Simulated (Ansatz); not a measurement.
SiH4, triplet: the ladder up to full CI

All five atoms lie in one plane.

Geometry: displaced at random from a stationary point.

```xyz
5

Si    0.0115    0.0061    0.0014
H    -0.1649    1.0996    1.0906
H    -0.0932   -1.0956    1.0898
H     0.0229    1.0044   -1.0620
H    -0.0852   -1.1775   -1.1574
```

Basis 6-31G; Ansatz 0.2.0. Only valence electrons are correlated (noble-gas cores frozen), which leaves 8 electrons in 16 orbitals. Prefix R: restricted or restricted open-shell reference; prefix U: unrestricted. Active spaces: valence = (8e, 8o) chosen from the atoms' valence shells.

Full CI is exact within this basis and frozen core; it isn't the basis-set limit. The frozen core follows each run's orbitals, which can shift R against U totals by a few meV.

For open shells CISD and CISDTQ are restricted-active-space CI with the open shells as a complete middle space.

* UHF ⟨S²⟩: 2.033
* T1 diagnostic (RCCSD): 0.0218
* largest doubles amplitude (RCCSD): 0.071
* T1 diagnostic (UCCSD): 0.0169

```json
{"level": "UHF", "E − E(RHF) (eV)": "-0.2099"}
{"level": "RMP2", "E − E(RHF) (eV)": "-1.7984"}
{"level": "UMP2", "E − E(RHF) (eV)": "-1.7882"}
{"level": "RCCSD", "E − E(RHF) (eV)": "-2.5979"}
{"level": "UCCSD", "E − E(RHF) (eV)": "-2.5974"}
{"level": "RCCSD(T)", "E − E(RHF) (eV)": "-2.6365"}
{"level": "UCCSD(T)", "E − E(RHF) (eV)": "-2.6343"}
```

**Question.** Estimate how far full CI in 6-31G lies from RCCSD(T). The table doesn't fix it; the size of (T) and the diagnostics are the guide.

**Answer.** Full CI in 6-31G lies 15 meV below RCCSD(T), which is 38 % of the (T) step (-39 meV). The diagnostics give no warning, yet the rest is a sizeable part of (T).

The other levels:

| level | E − E(full CI) (meV) | share of correlation (%) | wall time |
| --- | --- | --- | --- |
| CISD | 147 | 94.44 | 0.21 s |
| BCCD(T) | 16 | 99.40 | 0.21 s |
| RCCSDT | 0 | 100.02 | – |
| UCCSDT | 0 | 100.01 | – |
| CISDTQ | 2 | 99.92 | 1.2 s |
| RCCSDT(Q) | 0 | 100.02 | 0.63 s |
| UCCSDT(Q) | -1 | 100.02 | 0.57 s |
| RCCSDTQ | 0 | 100.00 | 8.5 s |
| UCCSDTQ | 0 | 100.00 | 8.5 s |
| CASSCF (valence space) | 727 | 72.59 | – |
| NEVPT2 (valence space) | 184 | 93.06 | 1.2 s |
| MRCISD (valence space) | 16 | 99.38 | – |
| MRCISD+Q (valence space) | 4 | 99.86 | 1.8 s |
| MRCISD+Q(relaxed) (valence space) | -2 | 100.06 | 2.1 s |

The correlation energy at full CI, counted from RHF, is -2.651 eV. That run took 7.5 s on 1 thread of Arm Neoverse V2, shared host over 3,312,400 determinants.

Times hold each run's SCF and search for its determinant on a shared host, so for small cases they say little of a method's own cost; they ran on 1 thread of Arm Neoverse V2.

The full-CI state has the irrep A of C1, in the program's axes.

Natural occupations of full CI about the gap: 1.965 1.954 1.945 1.007 0.995 0.053 0.032 0.023 0.005 0.005; effectively unpaired electrons, Σ n²(2−n)², 2.04.
